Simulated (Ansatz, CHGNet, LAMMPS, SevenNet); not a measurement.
# Rutile SnO₂: properties by level of theory

Reference values: lattice constant a 4.737 Å (measured, room temperature, no zero-point or thermal correction; as tabulated in Hiroi (2015), arXiv:1503.02262); lattice parameter c 3.186 Å (measured, room temperature, not corrected to a static lattice; as tabulated in Hiroi (2015), arXiv:1503.02262); elastic constant C11 262 GPa (measured, temperature not stated, no zero-point or thermal correction; as tabulated in Oses et al. (2018), arXiv:1811.08464); elastic constant C44 103 GPa (measured, temperature not stated, no zero-point or thermal correction; as tabulated in Oses et al. (2018), arXiv:1811.08464); Voigt–Reuss–Hill shear modulus 102 GPa (measured, temperature not stated, no zero-point or thermal correction, Hill average of measured single-crystal constants; as tabulated in Oses et al. (2018), arXiv:1811.08464).

```csv
level (code),equilibrium lattice constant a (Å),c axis length (Å),elastic constant C11 (GPa),elastic constant C44 (GPa),polycrystal shear modulus (GPa)
"ionic model lewis1985b (shell model, LAMMPS)",4.703,3.337,237,105,88.3
"ionic model woodley1999 (rigid ions, LAMMPS)",4.683,3.259,409,215,172
CHGNet 0.3.0,4.835,(withheld),170,54.5,(withheld)
SevenNet-0,4.829,3.242,(withheld),74.3,(withheld)
r²SCAN (Ansatz),4.760,(withheld),254,(withheld),98.3
HSE06 (Ansatz),4.755,3.188,(withheld),101,101
```

Fill in the missing entries.


- CHGNet 0.3.0, c axis length (Å): 3.233
- CHGNet 0.3.0, polycrystal shear modulus (GPa): 54.7
- SevenNet-0, elastic constant C11 (GPa): 206
- SevenNet-0, polycrystal shear modulus (GPa): 77.3
- r²SCAN (Ansatz, a first-principles code), c axis length (Å): 3.201
- r²SCAN (Ansatz), elastic constant C44 (GPa): 99.5
- HSE06 (Ansatz), elastic constant C11 (GPa): 259

Differences from the reference values (errors of the level alone only where the reference is corrected to a static lattice):

```json
[
 {"level": "ionic model lewis1985b", "lattice constant a (%)": "-0.72", "lattice parameter c (%)": "+4.74", "elastic constant C11 (%)": "-9.5", "elastic constant C44 (%)": "+1.9", "Voigt–Reuss–Hill shear modulus (%)": "-13.4"},
 {"level": "ionic model woodley1999", "lattice constant a (%)": "-1.14", "lattice parameter c (%)": "+2.29", "elastic constant C11 (%)": "+56", "elastic constant C44 (%)": "+109", "Voigt–Reuss–Hill shear modulus (%)": "+69"},
 {"level": "CHGNet 0.3.0", "lattice constant a (%)": "+2.07", "lattice parameter c (%)": "+1.48", "elastic constant C11 (%)": "-35", "elastic constant C44 (%)": "-47", "Voigt–Reuss–Hill shear modulus (%)": "-46"},
 {"level": "SevenNet-0", "lattice constant a (%)": "+1.94", "lattice parameter c (%)": "+1.76", "elastic constant C11 (%)": "-21", "elastic constant C44 (%)": "-28", "Voigt–Reuss–Hill shear modulus (%)": "-24"},
 {"level": "r²SCAN", "lattice constant a (%)": "+0.49", "lattice parameter c (%)": "+0.47", "elastic constant C11 (%)": "-3.1", "elastic constant C44 (%)": "-3.4", "Voigt–Reuss–Hill shear modulus (%)": "-3.6"},
 {"level": "HSE06", "lattice constant a (%)": "+0.38", "lattice parameter c (%)": "+0.06", "elastic constant C11 (%)": "-1.1", "elastic constant C44 (%)": "-1.9", "Voigt–Reuss–Hill shear modulus (%)": "-1.0"}
]
```

Nearest: lattice constant a, not ranked (reference at room or unstated temperature); lattice parameter c, not ranked (reference at room or unstated temperature); elastic constant C11, not ranked (reference at room or unstated temperature); elastic constant C44, not ranked (reference at room or unstated temperature); Voigt–Reuss–Hill shear modulus, not ranked (reference at room or unstated temperature).

Empirical potentials (ionic model lewis1985b, ionic model woodley1999) are fitted to chosen data: where that held the value shown, agreement is built in, and what lay outside the fit can be far off. Machine-learned potentials (CHGNet 0.3.0, SevenNet-0) are trained on DFT data: a solid inside that data is no test of them.

Ansatz's density-functional and Hartree–Fock values are scalar-relativistic unless marked +SOC, with PAW data made under PBE.

Differences are worked out from the printed values.

The computed numbers hold no vibrational or temperature effects.
